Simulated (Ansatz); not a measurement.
Energy landscape of H₂Si, singlet: symmetric bend, bond length relaxed. Scanned: H-Si-H angle. Other coordinates (Si-H bond length) were minimised at B3LYP/def2-TZVP.

CCSD(T)/cc-pVDZ = Ansatz (a quantum-chemistry and plane-wave program) with CCSD(T) on RHF/cc-pVDZ, frozen core; RKS-PBE0/cc-pVDZ = restricted PBE0/cc-pVDZ run with Ansatz; RKS-CAM-B3LYP/cc-pVDZ = restricted CAM-B3LYP/cc-pVDZ (Ansatz); RKS-PBE/cc-pVDZ = restricted PBE/cc-pVDZ in Ansatz; FCI/cc-pVDZ = full CI/cc-pVDZ, frozen core run with Ansatz.

Cost and accuracy over the 13 points of the scan, with FCI/cc-pVDZ as yardstick. Costs are rough ratios of core time within Ansatz on shared cores, each with its mean field (Kohn-Sham runs search longer for lower solutions than correlated ones do); the miss is the largest error against full CI of the profile after the mean shift, in kJ/mol.

```json
[
 {"level": "CCSD(T)/cc-pVDZ", "relative cost": "1", "largest error": "10.8"},
 {"level": "RKS-PBE0/cc-pVDZ", "relative cost": "1", "largest error": "8.4"},
 {"level": "RKS-CAM-B3LYP/cc-pVDZ", "relative cost": "2", "largest error": "13.9"},
 {"level": "RKS-PBE/cc-pVDZ", "relative cost": "2", "largest error": "12.0"}
]
```

Costs within a factor of two of each other count as equal.
